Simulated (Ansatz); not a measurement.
**Boltzmann transport of Al₃GaN₄ at constant τ**

Computed with DFT LDA, scalar-relativistic, plane waves, PAW in Ansatz. Cutoff 420 eV, 6×6×6 k-points (Γ-centred), Gaussian smearing of 0.02 eV. No spin polarisation.

The cell, relaxed at this level:
```
CELL_PARAMETERS angstrom
4.37022 0.00000 0.00000
0.00000 4.37022 0.00000
0.00000 0.00000 4.37022
ATOMIC_POSITIONS crystal
Al 0.50000 0.50000 0.00000
Al 0.50000 0.00000 0.50000
Al 0.00000 0.50000 0.50000
Ga 0.00000 0.00000 0.00000
N 0.74489 0.74489 0.25511
N 0.74489 0.25511 0.74489
N 0.25511 0.74489 0.74489
N 0.25511 0.25511 0.25511
```

Constant relaxation time and rigid bands. The levels are interpolated over the whole zone and filled by a Fermi function at the stated temperature, with the chemical potential set by the electron count. The Kohn–Sham gap on the mesh is 3.38 eV and isn't corrected.

Question: Give the Seebeck coefficient (μV/K; xx, yy, zz) and the conductivity masses (m_e; principal values, sorted) at 600 K against doping (cm⁻³).

Answer:
```tsv
doping	S	m*
n 1e18	-568 -568 -568	0.42 0.42 0.42
n 1e19	-371 -371 -371	0.42 0.42 0.42
n 1e20	-183 -183 -183	0.42 0.42 0.42
n 1e21	-56 -56 -56	0.45 0.45 0.45
p 1e18	806 806 806	1.35 1.35 1.35
p 1e19	607 607 607	1.35 1.35 1.35
p 1e20	409 409 409	1.35 1.35 1.35
p 1e21	215 215 215	1.38 1.38 1.38
```

Question: At 10¹⁸ cm⁻³, which carrier is lighter?

Answer: Electrons, 0.42 against 1.35 m_e (harmonic means of the principal values).

Whether Al3GaN4 exists in this form wasn't checked.

Cost: 1 run of about 8.2 core-minutes, on Intel Xeon Processor @ 2.50GHz (Skylake/Cascade Lake) (shared hosts).